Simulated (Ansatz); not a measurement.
**C₂H₄F₂: small, medium and large basis sets**

One table from this session's results is given with a row withheld; the runs are named, their logs left out.

The runs use Ansatz 0.2.0, Gaussian basis; one geometry, several basis sets.

Levels to be run: PBE0-D4/def2-SVP; ωB97M-V/def2-SVP; PBE0-D4/def2-QZVPP; ωB97M-V/def2-QZVPP; CCSD(T)/cc-pV(D+d)Z; CCSD(T)/cc-pV(T+d)Z; CCSD(T)/cc-pV(Q+d)Z; the functionals' def2-TZVPP values are taken from earlier runs.

## Structure used throughout

An earlier PBE0-D4 in a triple-zeta def2 set relaxation fixed the geometry.

8 atoms, charge 0, spin multiplicity 1.

Atoms are counted from 1 here; the program's logs count them from 0.

Bond lengths: C1–C2 1.497 Å, C1–H5 1.091 Å, C1–H6 1.091 Å, C1–H7 1.091 Å, C2–F3 1.361 Å, C2–F4 1.361 Å, C2–H8 1.095 Å. Angles: C2–C1–H5 109.4°, C2–C1–H6 109.9°, C2–C1–H7 109.9°, H5–C1–H6 109.3°, H5–C1–H7 109.3°, H6–C1–H7 109.1°, C1–C2–F3 110.3°, C1–C2–F4 110.3°, C1–C2–H8 114.0°, F3–C2–F4 107.0°, F3–C2–H8 107.5°, F4–C2–H8 107.5°.

Geometry (Å):

```tsv
atom	x (Å)	y (Å)	z (Å)
C1	0.00332	0.77763	0.02335
C2	-0.05202	-0.71820	-0.00824
F3	0.92547	-1.24345	0.77912
F4	0.16824	-1.17211	-1.27187
H5	0.98140	1.11191	-0.32544
H6	-0.15718	1.13281	1.04184
H7	-0.77101	1.19063	-0.62402
H8	-1.00613	-1.13642	0.32948
```

Set-up of the first run:

in.yaml

```yaml
crystal:
  periodic: [false, false, false]
  atoms:
    - {symbol: C, position_ang: [0.003323, 0.777632, 0.023346]}
    - {symbol: C, position_ang: [-0.052017, -0.718202, -0.008238]}
    - {symbol: F, position_ang: [0.925473, -1.243449, 0.779120]}
    - {symbol: F, position_ang: [0.168244, -1.172106, -1.271873]}
    - {symbol: H, position_ang: [0.981400, 1.111911, -0.325444]}
    - {symbol: H, position_ang: [-0.157185, 1.132809, 1.041837]}
    - {symbol: H, position_ang: [-0.771006, 1.190629, -0.624024]}
    - {symbol: H, position_ang: [-1.006132, -1.136422, 0.329475]}
basis:
  gaussian: {orbitals: def2-SVP}
hamiltonian: {xc: pbe0, dispersion: d4}
output: {orbitals: {seedname: orbitals}}
```

Started as:

```console
ansatz run in.yaml --threads 2 --pin off --events-out ev --progress --plain --max-ram 32768MiB --backend cpu
```

Among the steps run: PBE0-D4 in def2-SVP; ωB97M-V in def2-SVP; PBE0-D4 in def2-QZVPP; ωB97M-V in def2-QZVPP.

One of the session's tables, all rows but one given; the rest of the session is left out.

It belongs to the step «Functionals by basis». 

```
functional       basis  HOMO (eV)  LUMO (eV)
   PBE0-D4    def2-SVP          ?          ?
   PBE0-D4  def2-TZVPP      -9.65       1.50
   PBE0-D4  def2-QZVPP      -9.69       0.89
   ωB97M-V    def2-SVP     -11.89       3.77
   ωB97M-V  def2-TZVPP     -12.08       2.91
   ωB97M-V  def2-QZVPP     -12.13       2.00
```

Q: Estimate the row for PBE0-D4, def2-SVP from the others.

**Answer.** HOMO (eV): -9.48; LUMO (eV): 2.13. In the column «HOMO (eV)» it is the highest.
